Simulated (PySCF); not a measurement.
**Cl₄: singlet, from a PBE0 minimum start**

Aim: relax Cl₄ as a singlet from a PBE0 minimum start, check by its vibrations whether the end is a minimum, and collect its spectrum and constants.

Method: PBE0, basis Cl def2-SVP, no relativity, density fitting; program: PySCF 2.14.0.

### 1 The starting structure

4 atoms, charge 0, spin multiplicity 1.

Bond lengths: Cl1–Cl2 2.261 Å, Cl1–Cl3 2.261 Å, Cl1–Cl4 2.261 Å. Angles: Cl2–Cl1–Cl3 120.0°, Cl2–Cl1–Cl4 120.0°, Cl3–Cl1–Cl4 120.0°.

Z-matrix (Å, degrees; charge 0 multiplicity 1):
```
Cl
Cl 1 2.2606
Cl 1 2.2606 2 120.00
Cl 1 2.2606 2 120.00 3 180.00
```

### 2 The SCF at the typed geometry

One driver script runs all steps and calls PySCF; scf.py shows how it sets up the SCF of each step. The optimiser is the driver's own. After this first run the driver tries any further starts and a stability analysis.

scf.py reads:

```python
from pyscf import gto, scf, dft
mol = gto.M(atom='''
Cl     0.000000     0.000000    -0.000000
Cl     2.260555    -0.000009     0.000000
Cl    -1.130269     1.957702    -0.000000
Cl    -1.130285    -1.957693    -0.000000''',
    basis={'Cl': 'def2-SVP'},
    charge=0, spin=0)
mf = dft.RKS(mol, xc='PBE0')
mf.grids.atom_grid = (50, 194)
aux = {'Cl': 'def2-universal-JKFIT'}
mf = mf.density_fit(auxbasis=aux)
mf.conv_tol = 1e-08
mf.diis_space = 10
mf.max_cycle = 60
mf.init_guess = 'minao'
mf.verbose = 4
mf.kernel()
```

Run with:

```sh
$ OMP_NUM_THREADS=2 python axn.py task.json out
```

What it wrote:

```text
init E= -1839.54541123561
  HOMO = -0.318590350555325  LUMO = -0.203904965599025  gap/eV = 3.12075
cycle= 1 E= -1839.35096639424  delta_E= 0.194  |g|= 0.576  |ddm|=  2.3
  HOMO = -0.325040657377019  LUMO = -0.239699841276452  gap/eV = 2.32224
cycle= 2 E= -1839.15015323531  delta_E= 0.201  |g|= 1.02  |ddm|= 1.75
  HOMO = -0.323581171136344  LUMO = -0.19527098207494  gap/eV = 3.49150
cycle= 3 E= -1839.4558653235  delta_E= -0.306  |g|= 0.038  |ddm|= 1.11
  HOMO = -0.325190492529632  LUMO = -0.193611655902352  gap/eV = 3.58044
cycle= 4 E= -1839.45628666445  delta_E= -0.000421  |g|= 0.00832  |ddm|= 0.0512
  HOMO = -0.323727466463435  LUMO = -0.19211744070219  gap/eV = 3.58129
cycle= 5 E= -1839.45630441276  delta_E= -1.77e-05  |g|= 0.000937  |ddm|= 0.0106
  HOMO = -0.323710768364364  LUMO = -0.192130144799198  gap/eV = 3.58049
cycle= 6 E= -1839.45630454114  delta_E= -1.28e-07  |g|= 0.000929  |ddm|= 0.00295
  HOMO = -0.323718466026762  LUMO = -0.192129891642545  gap/eV = 3.58071
cycle= 7 E= -1839.45630480852  delta_E= -2.67e-07  |g|= 0.00047  |ddm|= 0.0023
  HOMO = -0.323726546206783  LUMO = -0.192128690408158  gap/eV = 3.58096
cycle= 8 E= -1839.45630490381  delta_E= -9.53e-08  |g|= 3.69e-05  |ddm|= 0.000893
  HOMO = -0.323722806193589  LUMO = -0.192125747292715  gap/eV = 3.58094
cycle= 9 E= -1839.45630490565  delta_E= -1.84e-09  |g|= 3.81e-06  |ddm|= 0.000218
  HOMO = -0.323722707030314  LUMO = -0.192126130944771  gap/eV = 3.58093
Extra cycle  E= -1839.45630490564  delta_E= 9.09e-12  |g|= 6.09e-06  |ddm|= 1.14e-05
converged SCF energy = -1839.45630490564
```

This step, with its further starts and checks, ran for 4.1 s (2 threads of Arm Neoverse V1, shared host).

The test of internal stability found no lower closed-shell solution.

### 3 Relaxation: PBE0 minimum start, singlet

The program finds D3h symmetry in the start, which this walk keeps.

Changes to scf.py since step 2:

```diff
@@ -3 +3 @@
-Cl     0.000000     0.000000    -0.000000
+Cl     0.000000     0.000000     0.000000
@@ -5,2 +5,2 @@
-Cl    -1.130269     1.957702    -0.000000
-Cl    -1.130285    -1.957693    -0.000000''',
+Cl    -1.130269     1.957702     0.000000
+Cl    -1.130285    -1.957693     0.000000''',
@@ -16 +15,0 @@
-mf.init_guess = 'minao'
```

Energy and gradient, step by step:

```tsv
step	energy (Eh)	change (kJ/mol)	largest symmetric gradient (Eh/bohr)
0	-1839.456305	0.00	0.00000
```

The walk took 2.5 s.

After 0 steps and 0.0 kJ/mol it ends at D3h: Cl–Cl 2.261 Å (×3); Cl–Cl–Cl 120.0° (×3).

### 4 Frequencies

The point is checked on the finer grid, and tightened if its gradient asks for it. The Hessian and the dipole derivatives come from central differences of analytic gradients, with steps of 0.02 bohr.

Changes to scf.py since step 3:

```diff
@@ -3,4 +3,4 @@
-Cl     0.000000     0.000000     0.000000
-Cl     2.260555    -0.000009     0.000000
-Cl    -1.130269     1.957702     0.000000
-Cl    -1.130285    -1.957693     0.000000''',
+Cl     0.000000    -0.000000     0.000000
+Cl     2.260790    -0.000009     0.000000
+Cl    -1.130387     1.957907     0.000000
+Cl    -1.130403    -1.957897     0.000000''',
@@ -10 +10 @@
-mf.grids.atom_grid = (50, 194)
+mf.grids.atom_grid = (75, 302)
@@ -13 +13 @@
-mf.conv_tol = 1e-08
+mf.conv_tol = 1e-10
```

The driver hands on the density of the step before, so the log starts near convergence.

Log of the central SCF (cycles and frontier levels):

```text
init E= -1839.45632858052
  HOMO = -0.323744560257624  LUMO = -0.192180863075164  gap/eV = 3.58003
cycle= 1 E= -1839.45632857978  delta_E= 7.34e-10  |g|= 4.62e-05  |ddm|= 0.000103
  HOMO = -0.323744542805569  LUMO = -0.192183000871547  gap/eV = 3.57997
cycle= 2 E= -1839.45632857357  delta_E= 6.21e-09  |g|= 0.000134  |ddm|= 0.0003
  HOMO = -0.323744567843167  LUMO = -0.19217930231116  gap/eV = 3.58007
cycle= 3 E= -1839.45632858061  delta_E= -7.04e-09  |g|= 2.14e-06  |ddm|= 0.000224
  HOMO = -0.323744572683121  LUMO = -0.192179422061494  gap/eV = 3.58007
cycle= 4 E= -1839.45632858061  delta_E= -1.36e-12  |g|= 6.7e-08  |ddm|= 2.36e-06
  HOMO = -0.323744561842141  LUMO = -0.192179408529053  gap/eV = 3.58007
Extra cycle  E= -1839.45632858061  delta_E=    0  |g|= 6.43e-08  |ddm|= 1.38e-07
converged SCF energy = -1839.45632858061
```

The whole step took 36 s.

Geometry: D3h; Cl–Cl 2.261 Å (×3); Cl–Cl–Cl 120.0° (×3).

Modes, for the most abundant isotopes:

```
symmetry  ω (cm⁻¹)  IR (km/mol)  μ (u)
      e'        44          4.1  34.97
    a2''       202          2.9  34.97
     a1'       281          0.0  34.97
      e'       319          260  34.97
```

Every mode is real; the point is a minimum.

Constants and moments:

```yaml
Dipole_moment: 0.00 D
Highest_occupied_level: -8.81 eV
Lowest_empty_level: -5.23 eV
Rotational_constants: 0.06288, 0.06288, 0.03144 cm⁻¹
Zero-point_energy: 7.2 kJ/mol
Principal_polarisabilities: 20.6, 94.4, 94.4 bohr³
Atomisation_energy_without_zero-point_energy: 268 kJ/mol
Principal_traceless_quadrupole_moments_about_the_centre_of_mass: -0.11, -0.11, 0.21 D Å
Entropy_at_298.15_K_and_1_bar: 345.2 J/(mol K)
Heat_capacity_Cp_at_298.15_K: 78.4 J/(mol K)
Enthalpy_at_298.15_K_above_0_K: 19.07 kJ/mol
Rotational_symmetry_number: 6
```

Charges (e) and bond orders:

```tsv
atom	Mulliken	Löwdin	polar tensor	Mayer order to Cl1
Cl1	0.35	0.41	1.17	–
Cl2,3,4	-0.12	-0.14	-0.39	0.64
```

Mulliken populations on Cl1: s 5.99, p 10.59, d 0.07.

### 5 What came out

| quantity | value |
| --- | --- |
| minimum | singlet, D3h |
| geometry | Cl–Cl 2.261 Å (×3); Cl–Cl–Cl 120.0° (×3) |
| wavenumbers (cm⁻¹) | 44 (e'), 202 (a2''), 281 (a1'), 319 (e') |
| dipole moment | 0.00 D |
| highest occupied, lowest empty level | -8.81, -5.23 eV |
| polar-tensor charge of Cl1 | +1.17 e |
| zero-point energy | 7.2 kJ/mol |
| entropy at 298.15 K | 345.2 J/(mol K) |
| atomisation energy (no zero-point energy) | 268 kJ/mol |

**Reading.** The PBE0 minimum start keeps its D3h symmetry and ends in a minimum. In the infrared the band at 319 cm⁻¹ (e', stretch) leads. The dipole vanishes although Cl1 carries +1.2 e by the polar tensor: the bond dipoles cancel. Only this shape and spin were tried, so other structures or states may lie lower.

The search up to here took 43 s.
